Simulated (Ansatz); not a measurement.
Results of G0W0@PBE (plane waves, hard PAW, contour deformation, complete-basis limit; Ansatz, a program for electronic structure) for diamond-structure Si.

Settings: largest k mesh 10×10×10 (not extrapolated in the mesh).

Cell (measured lattice):

```cif
data_Si8
_chemical_formula_sum 'Si8'
_space_group_name_H-M_alt 'Fd-3m :1'
_space_group_IT_number 227
_space_group_name_Hall 'F 4d 2 3 -1d'
_cell_length_a 5.43000
_cell_length_b 5.43000
_cell_length_c 5.43000
_cell_angle_alpha 90.000
_cell_angle_beta 90.000
_cell_angle_gamma 90.000
loop_
_atom_site_label
_atom_site_type_symbol
_atom_site_symmetry_multiplicity
_atom_site_Wyckoff_symbol
_atom_site_fract_x
_atom_site_fract_y
_atom_site_fract_z
_atom_site_occupancy
Si1 Si 8 b 0.50000 0.50000 0.50000 1
```
(The calculation used a cell of 2 atoms; values per cell refer to that cell.)

Task: Estimate the band gap that the calculation returns.

Result: 
- band gap: 1.16 eV (indirect)

Note: cell and atoms aren't relaxed at this level; the gap holds a correction of +0.12 eV to the complete basis.
